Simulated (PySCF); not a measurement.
Compound: C₃HF₂ (charge +1).
Numbering: `[F:1][c:2]1[cH:3][c+:4]1[F:5]`

NICS = −σ at a ghost point: NICS(0) at the centroid of the ring atoms, NICS(1) 1 Å to either side along the normal of their mean plane, zz for the tensor component along that normal. Level: GIAO PBE0/pcSseg-1 (PySCF, non-relativistic, gas phase) on the PBE0-D3(BJ)/def2-SVP geometry, one conformer.

Ring bond lengths (Å), with Mayer bond orders in brackets: C2–C3 1.375 (1.19), C3–C4 1.375 (1.19), C4–C2 1.368 (1.29).

**Question.** Give the NICS values of each ring in ppm.

**Answer.** 
```tsv
ring	type	NICS(0)	NICS(1), two faces	NICS(1)zz, two faces	rms pucker (Å)	centre to ring atoms, mean (Å)
C2–C3–C4	3-membered carbocycle; bonds drawn aromatic by RDKit's count	-30.5	-10.3 / -10.3	-15.7 / -15.7	0.00	0.79
```

**Question.** What can be read from them?

**Answer.** 
- C2–C3–C4: mean NICS(1)zz -15.7 ppm, shielded. NICS(0) lies 20 ppm below the mean NICS(1).

**Question.** And the bond-length index? HOMA = 1 − mean of α(R − Ropt)² over the ring bonds, with Krygowski's 1993 parameters (CC: Ropt 1.388 Å, α 257.7 Å⁻²).

**Answer.** 
- C2–C3–C4: HOMA 0.94 = 1 − EN − GEO, with mean bond length 1.373 Å, EN = α(Ropt − mean)² = 0.062 and GEO = α × variance = 0.003.

**Question.** What field does 7.05 T along the ring normal induce along that normal at the second NICS(1) probe listed for ring C2–C3–C4, 1 Å off the ring?

**Answer.** NICSzz × B0 = -15.7 ppm × 7.05 T = -111 μT, against the applied field.

**Question.** How shielded are the nuclei of the rings and their hydrogens (means over atoms taken as equivalent)?

**Answer.** 
```json
{"atoms": "C2 (×2)", "environment": "unsaturated ring carbon", "σ isotropic (ppm)": "23.4", "principal values of the symmetric part, first atom (ppm)": "-54.8, 19.0, 106.0"}
{"atoms": "C3", "environment": "unsaturated ring CH carbon", "σ isotropic (ppm)": "34.7", "principal values of the symmetric part, first atom (ppm)": "-115.9, 57.3, 162.9"}
{"atoms": "H on C3", "environment": "hydrogen on carbon", "σ isotropic (ppm)": "22.97", "principal values of the symmetric part, first atom (ppm)": "21.2, 21.9, 25.8"}
```

**Question.** How do the values depend on the level or the medium?

**Answer.** 
```
             level  NICS(0), C2–C3–C4  mean NICS(1)zz, C2–C3–C4
PBE0/pcSseg-1, gas              -30.5                     -15.7
PBE0/pcSseg-2, gas              -30.6                     -16.2
```

The geometry is the same throughout.
